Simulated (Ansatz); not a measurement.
C$_{3}$H$_{5}$ClF$_{2}$, SMILES `FCC(Cl)CF` at its PBE0-D4/def2-TZVP geometry, where that method's forces vanish. The species carries charge 0 and has multiplicity 1.

```xyz
11

F    -0.4931   -1.9762   -1.3032
C     0.2959   -1.0108   -0.7307
C    -0.5520   -0.0067    0.0127
Cl   -1.5875    0.8918   -1.1257
C     0.3073    0.9486    0.8055
F    -0.4714    1.7407    1.6107
H     0.9773   -1.5046   -0.0284
H     0.8757   -0.5252   -1.5208
H    -1.2285   -0.5330    0.6891
H     0.9882    0.3795    1.4488
H     0.8881    1.5958    0.1421
```

Q: What forces (eV/Å) does r2SCAN-D4/def2-TZVPP give on these atoms in Ansatz 0.2.0? (Estimate.)

A: Ansatz gave: 
```
F1  -0.216 -0.232 -0.149
C2   0.275  0.175  0.088
C3   0.036 -0.146  0.187
Cl4 -0.162  0.135 -0.172
C5   0.273 -0.129 -0.150
F6  -0.214  0.202  0.191
H7   0.003 -0.006  0.012
H8   0.003  0.008 -0.006
H9  -0.004 -0.001  0.001
H10  0.003 -0.010  0.008
H11  0.003  0.004 -0.010
```
